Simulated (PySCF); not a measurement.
Problem. What does the PBE0-D3(BJ)/def2-SVP structure of InChI=1S/BH5P2/c1-3-2/h3H,1-2H2 look like in three dimensions?

Solution. 
Z-matrix in Å and degrees, rows numbered from 1:
```
B 
P   1  1.8468
P   2  2.2054  1  111.31
H   1  1.2069  2  119.11  3    43.58
H   1  1.2067  2  118.91  3  -145.10
H   2  1.4178  1  106.34  3   110.26
H   3  1.4265  2   96.25  1   -20.62
H   3  1.4285  2   96.60  1  -114.93
```

B1 (three-coordinate boron) is planar (angles 121.4°, 119.1° and 118.9°, sum 359.4°, 0.06 Å off the plane of its three neighbours). P3 (three-coordinate phosphorus) is pyramidal (angles 96.6°, 96.2° and 93.5°, sum 286.4°, 0.83 Å off the plane of its three neighbours). P2 (three-coordinate phosphorus) is pyramidal (angles 111.3°, 106.3° and 102.0°, sum 319.6°, 0.67 Å off the plane of its three neighbours).

Computed, not measured: PBE0-D3(BJ)/def2-SVP geometry optimisation, gas phase in PySCF 2.14.0.

Stationary, but not proved a minimum. One conformer, not necessarily the lowest (H–B1–P2–P3 44° and -145°, B1–P2–P3–H -21° and -115°).
